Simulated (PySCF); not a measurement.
Gas-phase reaction: 2 (CH3)2Si + 2 H2O ⇌ H2SiO + H3SiOH + C4H10 (n-butane)

Method: PySCF energies (xtb for GFN2) plus ideal-gas RRHO corrections (1 bar). S°(298 K) at PBE0/def2-TZVP differs from the NASA 1993 table for C4H10 (n-butane) (-9 J/mol/K); whether the harmonic model or the table's entry is off was not settled. † marks an energy on the PBE0/def2-TZVP geometry and frequencies; other levels use their own. MP2 freezes the core. 6-31G* has spherical d functions here. All species are closed-shell singlets. No R ln 2 is added for the mirror-image form of (CH3)2Si. (CH3)2Si, H2SiO, H3SiOH: computed as isolated molecules; such fragments, hydroxides, amides, oligomers or adducts are transient or little studied in the gas. MP2 isn't extrapolated to the basis-set limit; its ΔH°(298 K) is -368.0 kJ in def2-SVP and -350.1 kJ in def2-TZVPP. The harmonic model lacks anharmonicity and excited electronic states, which grow with temperature; levels with a mode under 35 cm⁻¹ are left out. Internal rotation in (CH3)2Si, H3SiOH, C4H10 (n-butane) is treated as a harmonic vibration of one conformer, which makes the entropy rough.

```json
[
 {"level": "GFN2-xTB", "ΔE electronic, kJ": "-754", "ΔH°(298 K), kJ": "-760", "ΔS°(298 K), J/K": "-194", "ΔG°(800 K), kJ": "-600"},
 {"level": "HF/6-31G*", "ΔE electronic, kJ": "-355", "ΔH°(298 K), kJ": "-357", "ΔS°(298 K), J/K": "-193", "ΔG°(800 K), kJ": "-194"},
 {"level": "HF/def2-TZVP†", "ΔE electronic, kJ": "-351", "ΔH°(298 K), kJ": "-353", "ΔS°(298 K), J/K": "-178", "ΔG°(800 K), kJ": "-203"},
 {"level": "M06-2X/def2-TZVP†", "ΔE electronic, kJ": "-316", "ΔH°(298 K), kJ": "-319", "ΔS°(298 K), J/K": "-178", "ΔG°(800 K), kJ": "-169"},
 {"level": "MP2/def2-SVP†", "ΔE electronic, kJ": "-366", "ΔH°(298 K), kJ": "-368", "ΔS°(298 K), J/K": "-178", "ΔG°(800 K), kJ": "-218"},
 {"level": "MP2/def2-TZVPP†", "ΔE electronic, kJ": "-348", "ΔH°(298 K), kJ": "-350", "ΔS°(298 K), J/K": "-178", "ΔG°(800 K), kJ": "-200"},
 {"level": "PBE/def2-SVP", "ΔE electronic, kJ": "-334", "ΔH°(298 K), kJ": "-336", "ΔS°(298 K), J/K": "-181", "ΔG°(800 K), kJ": "-185"},
 {"level": "LDA/def2-TZVP†", "ΔE electronic, kJ": "-341", "ΔH°(298 K), kJ": "-344", "ΔS°(298 K), J/K": "-178", "ΔG°(800 K), kJ": "-194"},
 {"level": "ωB97M-V/def2-TZVP†", "ΔE electronic, kJ": "-317", "ΔH°(298 K), kJ": "-320", "ΔS°(298 K), J/K": "-178", "ΔG°(800 K), kJ": "-170"},
 {"level": "ωB97X-V/def2-TZVP†", "ΔE electronic, kJ": "-351", "ΔH°(298 K), kJ": "-354", "ΔS°(298 K), J/K": "-178", "ΔG°(800 K), kJ": "-204"}
]
```
ΔH° is lowest at GFN2-xTB and highest at M06-2X/def2-TZVP†. No reference value is set beside these.
